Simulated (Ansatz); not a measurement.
Question: Predict a relaxed structure of SiF2H2 (SiH₂F₂), charge 0, singlet, at r2SCAN-D4/def2-TZVP (Ansatz).

Answer: 
```tsv
atom	x (Å)	y (Å)	z (Å)
Si1	-0.019	-0.042	0.030
F2	1.226	0.882	0.371
F3	-0.634	0.455	-1.345
H4	-1.032	0.130	1.086
H5	0.458	-1.425	-0.142
```
Point group C2v (tolerance 0.1 Å). This is one stationary point.
